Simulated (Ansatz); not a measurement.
```yaml
crystal:
  periodic: [false, false, false]
  atoms:
    - {symbol: W, position_ang: [-0.336090, -0.085793, 0.000000]}
    - {symbol: C, position_ang: [1.719210, -0.085793, 0.000000]}
    - {symbol: O, position_ang: [2.571210, 1.050207, 0.000000]}
basis:
  gaussian: {orbitals: def2-TZVP}
total_charge: 1
magnetization: {spin_polarized: true, initial_magnetization: 1}
hamiltonian: {xc: pbe0}
relax: {f_tol: 0.004, max_steps: 80}
```

```sh
$ ansatz run in.yaml --threads 1 --pin off --events-out ev --progress --plain --max-ram 2176MiB
```

Steps of the relaxation (energy above the last step; positions in Å, forces in eV/Å):

```
3
step 1, 3352.2 meV
W    -0.336   -0.086    0.000    2.662   -0.438    0.000
C     1.719   -0.086    0.000    3.786   10.093    0.000
O     2.571    1.050    0.000   -6.449   -9.655    0.000
```

```
3
step 2, 997.2 meV
W    -0.258   -0.137    0.000   -0.440   -0.675    0.000
C     1.638    0.093    0.000    6.206    7.046    0.000
O     2.574    0.922    0.000   -5.766   -6.371    0.000
```

```
3
step 3, 263.3 meV
W    -0.265   -0.172    0.000   -0.595   -0.590    0.000
C     1.633    0.191    0.000    2.852    3.121    0.000
O     2.587    0.860    0.000   -2.257   -2.531    0.000
```

```
3
step 7, 0.0 meV
W    -0.286   -0.253    0.000   -0.004    0.000    0.000
C     1.588    0.378    0.000   -0.008   -0.007    0.000
O     2.652    0.754    0.000    0.012    0.007    0.000
```

```
3
step 8, 0.0 meV
W    -0.286   -0.253    0.000    0.000    0.000    0.000
C     1.588    0.377    0.000    0.001    0.000    0.000
O     2.652    0.754    0.000   -0.001    0.000    0.000
```

Close pairs at the end: C2–O3 1.129 Å, W1–C2 1.978 Å, W1–O3 3.106 Å.

A stationary point of unrestricted PBE0 after 8 steps, with ⟨S²⟩ = 2.463 against 0.75 for a pure state; no frequencies were run, so it isn't proven a minimum. 11 min on 1 thread of Arm Neoverse V2, shared host.
